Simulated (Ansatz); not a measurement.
System: O2, charge 1, doublet. O2+ (parent SMILES O=O, doublet).
B3LYP-D3(BJ)/def2-TZVP minimum from Ansatz (a program for electronic structure):
```
O
O 1 1.1056
```
Charge +1, spin multiplicity 2.

Hartree-Fock and MP2 correlation energies in hartree (Ansatz). Open shells are spin-unrestricted; no spin-orbit coupling. Correlated methods leave the cores frozen. No relativity. The UHF reference of O2+ (parent SMILES O=O, doublet) is spin-contaminated (<S^2> up to 0.34 over the pure value in the sets run). The determinant of O2+ (parent SMILES O=O, doublet) is a saddle point of the SCF energy; a lower one exists, which strains HF and MP2.

| basis | X | E(HF) | E(corr, MP2) |
|---|---|---|---|
| cc-pVTZ | 3 | -149.23621 | -0.39932 |
| cc-pVQZ | 4 | -149.24857 | -0.42909 |
| cc-pV5Z | 5 | -149.25161 | withheld |

### Question
Fit E(corr) = E∞ + A/X³ to X = 3 and 4, predict X = 5, and compare with the run.

### Answer
A = (-0.39932 - (-0.42909))/(1/27 - 1/64) = 1.3903; E∞ = -0.42909 - A/64 = -0.45081; at X = 5, E∞ + A/125 = -0.43969. The run gave -0.44158, 1.89 mEh below the prediction. The same form on X = 4 and 5 gives E∞ = -0.45468, 3.87 mEh below the first estimate.
